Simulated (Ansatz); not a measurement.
C₃H₄FN (`FC1=CCN1`). Charge 0, multiplicity 1.

Z-matrix (Å, degrees):
```
C
N 1 1.502
C 1 1.956 2 45.3
C 1 1.512 2 88.0 3 -3.5
H 1 1.092 2 111.4 3 -121.4
H 1 1.092 2 112.4 3 113.8
H 2 1.016 1 115.7 3 -117.1
F 3 1.313 2 123.2 1 -179.1
H 4 1.076 1 135.5 2 -167.0
```

(1) Give the diagnostics of a CCSD(T)/def2-TZVPP run (frozen core, the Gaussian-basis code of Ansatz). (An estimate is asked.)

Results:

(1) The calculation gave: T1 = 0.0122, largest single amplitude 0.023, largest double 0.076, (T) share of the correlation energy 4.1 %, 9 CCSD cycles. The RHF solution is stable towards an unrestricted one. T1 lies under the customary mark of 0.02 for closed shells.
